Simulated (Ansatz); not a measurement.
Ansatz (a program for electronic structure) input (B3LYP-D3(BJ)/def2-TZVP):

Ansatz 0.2 input:
```yaml
crystal:
  periodic: [false, false, false]
  atoms:
    - {symbol: C, position_ang: [0.80330371, 0.00677749, -0.00198635]}
    - {symbol: C, position_ang: [-0.70931240, 0.14848191, 0.00902949]}
    - {symbol: S, position_ang: [-1.53898002, -1.45061555, 0.00106505]}
    - {symbol: H, position_ang: [-1.04882497, 0.67531404, 0.90269222]}
    - {symbol: H, position_ang: [-1.05990462, 0.69009431, -0.87135109]}
    - {symbol: H, position_ang: [1.26565543, 0.99192935, -0.00061392]}
    - {symbol: H, position_ang: [1.14075270, -0.53892652, 0.87615292]}
    - {symbol: H, position_ang: [1.12917672, -0.53143283, -0.88914994]}
basis:
  gaussian:
    orbitals: def2-TZVP
hamiltonian:
  xc: b3lyp
  dispersion: d3bj
magnetization: {spin_polarized: true, initial_magnetization: 1}
relax: {f_tol: 0.002, max_steps: 150}
```

End of the output:

```
mean field: 0.56 GiB planned
mean field evaluation 128: about -12991.7029 eV, gradient 3.9e-5 eV
mean field -12991.70292792 eV, -477.4362765084 hartree, gradient 7.6e-6 eV, S^2 0.754029; 3 other end points of the search recorded, 0 dependent functions left out
the calculation of the forces begins
reference -12991.70315890 eV, -477.4362849969 hartree; 17, 16 occupied and 112, 113 virtual orbitals, 851 factors
Total energy: -12991.94288016 eV, -477.4450945908 hartree
Atom 0 at     0.814362     0.009597    -0.001884 Å, force    -0.000288    -0.000081    -0.000001 eV/Å
Atom 1 at    -0.703210     0.121776     0.008505 Å, force     0.000067     0.000109     0.000059 eV/Å
Atom 2 at    -1.597026    -1.444232     0.003579 Å, force    -0.000009    -0.000168     0.000013 eV/Å
Atom 3 at    -1.060371     0.673857     0.884380 Å, force     0.000029     0.000070    -0.000032 eV/Å
Atom 4 at    -1.071415     0.685675    -0.855180 Å, force     0.000010    -0.000011    -0.000038 eV/Å
Atom 5 at     1.272026     1.002411     0.001705 Å, force     0.000136    -0.000081     0.000047 eV/Å
Atom 6 at     1.169359    -0.534504     0.873749 Å, force     0.000026     0.000050    -0.000152 eV/Å
Atom 7 at     1.158143    -0.522958    -0.889015 Å, force     0.000030     0.000113     0.000104 eV/Å
Dipole moment:     0.185977     0.317739     0.000973 e Å
```

It need not be the lowest isomer of its formula.
